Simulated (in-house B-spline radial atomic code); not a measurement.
Be. Computed with a B-spline radial atomic code. Model: all-electron spherical atom, spin shells full or empty, radial basis limit, no spin-orbit coupling, Breit or QED, empty-state partial waves extrapolated as (l+1/2)^-4, RPA, G0W0 and static COHSEX of the highest shell as one setting changes (uncorrelated shells keep exact exchange).

Empty levels are discrete states of a finite basis, so the steps are uneven.

Given: element Be; charge 0; filled core He; hamiltonian non-relativistic; mean-field start PBE; highest l of empty states 9; lowest nl shells left uncorrelated 0; highest mean-field shell 2s; box radius 40 bohr.

Shell: 2s 1 1 (electrons up and down).

| highest empty level kept (hartree) | RPA correlation energy (hartree) | G0W0 level (eV) | G0W0 minus most complete (meV) | COHSEX level (eV) | linearised minus solved G0W0 (meV) |
| --- | --- | --- | --- | --- | --- |
| 1 | -0.082315 | -8.7337 | 216 | -10.656 | -55.3 |
| 2 | -0.092026 | -8.8265 | 123.1 | -10.941 | -62.8 |
| 3.5 | ? | ? | ? | ? | ? |
| 6 | -0.11093 | -8.8964 | 53.2 | -11.183 | -69.2 |
| 10 | -0.12576 | -8.9107 | 38.9 | -11.235 | -70.6 |
| 18 | -0.14266 | -8.9222 | 27.4 | -11.275 | -71.7 |
| 30 | -0.1579 | -8.9325 | 17.1 | -11.311 | -72.6 |
| 60 | -0.17267 | -8.943 | 6.6 | -11.349 | -73.6 |
| 120 | ? | ? | ? | ? | ? |
| 250 | -0.18055 | -8.9487 | 0.9 | -11.368 | -74.2 |
| 600 | -0.18143 | -8.9494 | 0.2 | -11.37 | -74.3 |
| 2000 | -0.18166 | -8.9496 | 0 | -11.371 | -74.3 |

(1) What follows for highest empty level kept = 3.5?

(2) What follows for highest empty level kept = 120?

Answers

(1) RPA correlation energy -0.099659 hartree; G0W0 level -8.8688 eV; G0W0 minus most complete 80.8 meV; COHSEX level -11.084 eV; linearised minus solved G0W0 -66.7 meV.

(2) RPA correlation energy -0.17868 hartree; G0W0 level -8.9474 eV; G0W0 minus most complete 2.3 meV; COHSEX level -11.364 eV; linearised minus solved G0W0 -74.1 meV.
